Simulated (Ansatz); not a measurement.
# AlH₄ (doublet): the correlation ladder at distance Al1–H4 along a hydrogen transfer = 1.784 Å, 6-31G

Aim: climb from Hartree-Fock through coupled cluster and multireference methods for AlH₄ (doublet) at one geometry and basis, and see what each rung misses.

Computed with Ansatz 0.2.0, Gaussian basis. Level: 6-31G, core rule «outside noble gas», up to 5 orbitals frozen.

To be run: UHF; CCSD(T) on ROHF; CCSD(T) on UHF; BCCD(T) on ROHF; CISD; CCSDT(Q) on ROHF; CCSDT(Q) on UHF; CISDTQ; CCSDTQ on ROHF; CCSDTQ on UHF; CASSCF and MRCISD+Q, 3 electrons in 3 orbitals; CASSCF and NEVPT2, 3 electrons in 3 orbitals; CASSCF and MRCISD+Q, 7 electrons in 8 orbitals; CASSCF and NEVPT2, 7 electrons in 8 orbitals; Full CI.

6 further runs of the same task are left out: 1 for a mislabelled method, 4 that didn't finish, 1 set aside as unsound or not needed.

### 1 The geometry

The geometry derives from fragments relaxed apart (PBE0/def2-TZVP) and kept rigid, so it is no stationary point. A hydrogen atom is moved between rigid fragments.

5 atoms, charge 0, spin multiplicity 2.

Atoms are counted from 1 here; the program's logs count them from 0.

Bond lengths: Al1–H2 1.586 Å, Al1–H3 1.586 Å, Al1–H4 1.784 Å. Angles: H2–Al1–H3 120.0°, H2–Al1–H4 120.0°, H3–Al1–H4 120.0°.

### 2 UHF

Contents of in.yaml:

```yaml
crystal:
  periodic: [false, false, false]
  atoms:
    - {symbol: Al, position_ang: [-0.104721, 0.000000, 0.000000]}
    - {symbol: H, position_ang: [-0.897645, 1.373384, 0.000000]}
    - {symbol: H, position_ang: [-0.897644, -1.373384, 0.000000]}
    - {symbol: H, position_ang: [1.679279, 0.000000, 0.000000]}
    - {symbol: H, position_ang: [2.919279, 0.000000, 0.000000]}
basis:
  gaussian: {orbitals: 6-31G}
magnetization: {spin_polarized: true, initial_magnetization: 1}
hamiltonian: {xc: hf}
output: {orbitals: {seedname: orbitals}}
```

On the command line:

```sh
$ ansatz run in.yaml --threads 1 --pin off --events-out ev --progress --plain --max-ram 2393MiB
```

After this run come: CCSD(T) on ROHF; CCSD(T) on UHF; BCCD(T) on ROHF; CISD; CCSDT(Q) on ROHF; CCSDT(Q) on UHF; CISDTQ; CCSDTQ on ROHF; CCSDTQ on UHF; CASSCF and MRCISD+Q, 3 electrons in 3 orbitals; CASSCF and NEVPT2, 3 electrons in 3 orbitals; CASSCF and MRCISD+Q, 7 electrons in 8 orbitals; CASSCF and NEVPT2, 7 electrons in 8 orbitals; Full CI.

**Question.** What will the summary of the whole plan be? Wanted: FCI below the RHF energy; RMP2 from FCI; UMP2 from FCI; RCCSD from FCI; RCCSD(T) from FCI; UCCSD(T) from FCI; RCCSDT(Q) from FCI; UCCSDT(Q) from FCI; NEVPT2 pair from FCI.

As calculated:

| quantity | value |
| --- | --- |
| FCI below the RHF energy | -1.9540 eV |
| RMP2 from FCI | +642.8 meV |
| UMP2 from FCI | +609.6 meV |
| RCCSD from FCI | +36.5 meV |
| RCCSD(T) from FCI | +13.6 meV |
| UCCSD(T) from FCI | +13.2 meV |
| RCCSDT(Q) from FCI | +0.6 meV |
| UCCSDT(Q) from FCI | +0.5 meV |
| NEVPT2 pair from FCI | +435.7 meV |
| MRCISD+Q pair from FCI | +2.0 meV |
| NEVPT2 valence from FCI | +133.5 meV |
| levels within 1 kcal/mol (43 meV) | RCCSD, UCCSD, RCCSD(T), UCCSD(T), BCCD(T), RCCSDT, UCCSDT, CISDTQ, RCCSDT(Q), UCCSDT(Q), RCCSDTQ, UCCSDTQ, MRCISD+Q pair, MRCISD valence, MRCISD+Q valence |
| T1 diagnostic | 0.033 |
| effectively unpaired electrons | 1.03 |

**Reading.** RCCSD(T) misses by +13.6 meV, 0.7 % of the correlation energy. One determinant dominates. Of the multireference levels listed MRCISD+Q pair comes nearest in total energy (+2.0 meV), which doesn't show that its space is the better one. These misses are within one basis, not against nature; the frozen cores of restricted and unrestricted runs differ, which can shift their rows.
